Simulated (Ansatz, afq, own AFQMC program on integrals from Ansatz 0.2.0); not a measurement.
AFQMC on a folder of integrals that Ansatz 0.2.0 wrote.

```yaml
crystal:
  periodic: [false, false, false]
  atoms:
    - {symbol: Si, position_ang: [0.000000, 0.064974, 1.002576]}
    - {symbol: Si, position_ang: [0.000000, -0.003762, -1.097650]}
    - {symbol: H, position_ang: [0.000000, -0.431741, 2.589663]}
    - {symbol: H, position_ang: [0.000000, -1.273871, 0.059490]}
basis:
  gaussian: {orbitals: cc-pVDZ}
magnetization: {spin_polarized: true, initial_magnetization: 0}
correlation: {method: ccsd_t, electrons: outside_noble_gas, hamiltonian_folder: ham}
```

```sh
$ ansatz run in.yaml --threads 1 --pin off --events-out ev --progress --plain --max-ram 1382MiB
```

afq runs on the folder ham with

```
--method phaseless --trial hf --walkers 140 --populations 1 --least-time 40 --time-step 0.005 --steps-per-block 20 --equilibration-blocks 112 --max-blocks 600 --target-error 0.00114 --factor-cut 1e-05 --start spin_pure --seed 8865 --taylor-order 6
```

Times are imaginary, in 1/Eh. The walk had a cap of 536 s.

Output of the walk:

```
orbitals 36  electrons 5 5  factors 274 of 456
reference energy -578.89685554 Eh
CCSD correlation -0.22536865 Eh in 12 cycles, weight of the determinant in the CISD state 0.8334
energy of the start -578.896855 Eh
 block  time / (1/Eh)  mean weight  energy / Eh
     1     0.100  1.0003  -578.927944
     2     0.200  1.0007  -578.952253
     3     0.300  1.0009  -578.975631
     4     0.400  1.0010  -578.995011
     5     0.500  1.0002  -579.010279
    10     1.000  1.0009  -579.063271
    86     8.600  1.0001  -579.146873
   120    12.000  1.0008  -579.170113
   171    17.100  1.0021  -579.165813
   256    25.600  0.9998  -579.130865
   324    32.400  0.9999  -579.093480
   341    34.100  0.9989  -579.121968
   426    42.600  1.0007  -579.115655
   511    51.100  1.0004  -579.111541
   596    59.600  1.0010  -579.159537
   681    68.100  1.0006  -579.128775
   698    69.800  0.9997  -579.118249
blocks merged  error / Eh  count
     1  0.001001  600
     2  0.001356  300
     4  0.001822  150
     8  0.002377  75
    16  0.002901  37
    32  0.003274  18
    64  0.003508  9
energy -579.140510 +/- 0.003274 Eh
(rows thinned)
```

The run passed its tests (sampling time, drift between the halves within three errors, error under three times the target), which doesn't prove that it has relaxed.

Against this walk (error 89.1 meV) on the same determinant: CCSD(T) 170.7 meV higher (within the noise), CCSDT(Q) 105.4 meV higher (within the noise), a separate phaseless walk with a CISD trial and standard settings 112.9 ± 93.2 meV higher (within the noise). The error is statistical and leaves out the bias of the constraint.

Cautions: constraint bias not in the error; error above the target (89.1 against 31.0 meV); higher spins were not checked; an unrestricted solution with more broken spin lies lower (57 meV, ⟨S²⟩ 0.34), while this determinant keeps restricted orbitals; raised T1 diagnostic (T1 0.020, weight of the determinant 0.83, largest double 0.13).

The walk took 8.4 min on 1 thread of Intel(R) Xeon(R) Platinum 8259CL CPU @ 2.50GHz (Skylake/Cascade Lake) (shared host). The log's last line is the phaseless energy.

CCSDT and higher add their correlation energy to the determinant of the CCSD(T) run, since their own runs factorise the integrals more tightly (a shift of under 2 meV). A walk keeps the symmetry of its determinant, which the program's search chose and which needn't be the lowest solution, so a lower state of the same spin and another symmetry isn't excluded.
